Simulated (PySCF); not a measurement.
## Relaxation of singlet H₂O

These are results of B3LYP in PySCF with O def2-TZVP, H def2-TZVP; no relativity; density-fitted integrals, not measurements. A (50,194) grid was used.

A start displaced from a saddle point along its imaginary mode, of C2v symmetry, held to at least that symmetry:

```xyz
3
charge 0 multiplicity 1, angstrom
O    -0.0005   -0.0151    0.0000
H     0.0037    0.1199    0.9363
H     0.0037    0.1199   -0.9363
```

Optimiser trace:
```tsv
step	E − E(last) (kJ/mol)	largest gradient (Eh/bohr)
0	109.64	0.03777
1	78.49	0.05732
2	32.35	0.03286
3	12.66	0.03636
4	1.91	0.01647
5	0.08	0.00507
6	0.00	0.00046
7	0.00	0.00001
```

It ends at C2v with O–H 0.963 Å (×2); H–O–H 105.3°. A frequency run shows a minimum. Other isomers or separated fragments may lie lower.
